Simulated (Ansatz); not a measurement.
`CC=C=O`: measurement beside calculation (Ansatz, PBE0-D4/def2-TZVP geometry).

```xyz
8

C    -0.054   -0.972   -0.008
C     0.391    0.443    0.226
C    -0.269    1.487   -0.202
O    -0.857    2.412   -0.584
H     0.695   -1.532   -0.572
H    -0.221   -1.493    0.938
H    -0.987   -1.004   -0.572
H     1.301    0.658    0.774
```

Measured: 38586.91 ± 0.11 MHz (A in rho-axis (RAM) frame, not principal axes; ground torsional state, rotational spectroscopy, RAM36 global fit); 4773.833 ± 0.027 MHz (B in rho-axis (RAM) frame, not principal axes; ground torsional state, rotational spectroscopy, RAM36 global fit); 4139.249 ± 0.039 MHz (C in rho-axis (RAM) frame; ground torsional state, rotational spectroscopy, RAM36 global fit). Source: Discovery of CH3CHCO in TMC-1 with the QUIJOTE line survey, 2023 (arxiv:2302.08825).

```csv
constant,measured (MHz),computed (MHz),error (%)
A,38587,39524,2.4
B,4774,4523,-5.3
C,4139,4163,0.6
```

Computed constants are equilibrium values for the main isotopes; measured ground-state ones include zero-point motion, which usually lowers them by up to about 1 %.
